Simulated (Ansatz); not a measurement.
## What a trial cell of Li4POs2 relaxes into

The calculation used Ansatz, DFT PBE, scalar-relativistic, plane waves, PAW. Cutoff 420 eV, Γ-centred k mesh, Gaussian smearing, no spin polarisation in the final step.

The start puts Li4POs2 on the K2NiF4 structure type (I4/mmm, No. 139), with P in place of Ni, Os in place of K, Li in place of F, at a guessed volume.

```xyz
7
Lattice="-1.8891 1.8891 6.1612 1.8891 -1.8891 6.1612 1.8891 1.8891 -6.1612" Properties=species:S:1:pos:R:3 pbc="T T T"
Li    0.0000    1.8891    0.0000
Li    1.8891    0.0000    0.0000
Li    0.0000    0.0000    1.8891
Li    0.0000    0.0000   10.4332
P     0.0000    0.0000    0.0000
Os    0.0000    0.0000    4.3593
Os    0.0000    0.0000    7.9631
```

Cell and atoms relax at zero pressure; the relaxation can't lower the symmetry of the start. After a coarse first stage the cell is made exact in the group found at 0.06 Å.

The zero of energy is the elements' standard structures at the same level; no fitted shifts are applied.

(1) Which crystal results?

(2) What are its volume, energy, density and gap?

Answers

(1) It keeps I4/mmm (No. 139), but not the shape of the type it started on. Conventional cell: a = 4.526 Å, c = 12.831 Å. Around Li on Wyckoff site c (2 atoms of the primitive cell) lie 2 P at 2.26 Å and 4 Os at 2.52 Å; Li on Wyckoff site e (2 atoms of the primitive cell) is coordinated by 1 P at 2.34 Å; P has 6 Li at 2.26–2.34 Å; Os has 1 Os at 2.23 Å and 4 Li at 2.52 Å (next Li at 2.96 Å).

Space group I4/mmm (No. 139). a = 4.526 Å, b = 4.526 Å, c = 12.831 Å, α = 90.00°, β = 90.00°, γ = 90.00°
```csv
atom,site,symmetry,x,y,z
Li,4c,mmm.,0.0000,0.5000,0.0000
Li,4e,4mm,0.0000,0.0000,0.1825
P,2a,4/mmm,0.0000,0.0000,0.0000
Os,4e,4mm,0.0000,0.0000,0.4132
```

(2) The volume per atom is 18.77 Å³. The density is 5.55 g/cm³, the energy over the elements is 0.95 eV/atom and the gap on the 12×12×12 mesh is 0 eV (a metal).

The final run used a 12×12×12 mesh on its 7-atom cell and 0.10 eV smearing. For metals, differences of a few meV/atom aren't resolved. Spin–orbit coupling is left out. Symmetry constrained the relaxation, so the result can be a saddle point.

Cost: 3 runs of about 5.8 core-minutes in all, on Arm Neoverse V2 (shared hosts).